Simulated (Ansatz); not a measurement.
Worked example: correlation energy of H3Si–GeH, triplet

Geometry: that of the H3Si–GeH, singlet, kept fixed.

```xyz
6

Si    0.0000    0.0278    1.7126
Ge    0.0000   -0.0307   -0.7441
H     0.0000    1.3481    2.4004
H     1.1976   -0.7339    2.1785
H    -1.1976   -0.7339    2.1785
H     0.0000    1.5581   -0.8556
```

Basis cc-pVTZ; Ansatz 0.2.0. Correlated methods freeze the noble-gas cores and the filled d shells of p-block atoms, which leaves 12 electrons in 114 orbitals. Prefix R: restricted or restricted open-shell reference; prefix U: unrestricted. No spin–orbit coupling is included, and no scalar relativity.

Full CI isn't at hand for all of this; UCCSDT(Q) serves as the reference, and is uncertain by about the last step of the cluster series.

Runs differ by some tens of microhartree through their thresholds and, for an open shell, their frozen cores, so steps under 0.03 kcal/mol mean nothing.

```
    level  total energy (hartree)
      UHF            -2366.610248
     UMP2            -2366.819099
    UCCSD            -2366.861037
 UCCSD(T)            -2366.869613
   UCCSDT            -2366.871127
UCCSDT(Q)            -2366.871496
```

Problem. What is the correlation energy at UCCSDT(Q), and what share of it do UMP2 and UCCSD recover?

Solution. E(corr) = -2366.871496 − (-2366.610248) = -0.261248 hartree = -7.109 eV. UMP2: -0.208851 / -0.261248 = 79.94 %. UCCSD: -0.250789 / -0.261248 = 96.00 %.

Problem. By how many kcal/mol does UCCSD(T) miss UCCSDT(Q) (1 hartree = 627.509 kcal/mol), and which steps make up the rest?

Solution. -2366.869613 − (-2366.871496) = 0.001883 hartree = 1.18 kcal/mol. Steps: UCCSDT − UCCSD(T) = -0.95, UCCSDT(Q) − UCCSDT = -0.23 kcal/mol. Differences between like states or geometries often cancel part of this.
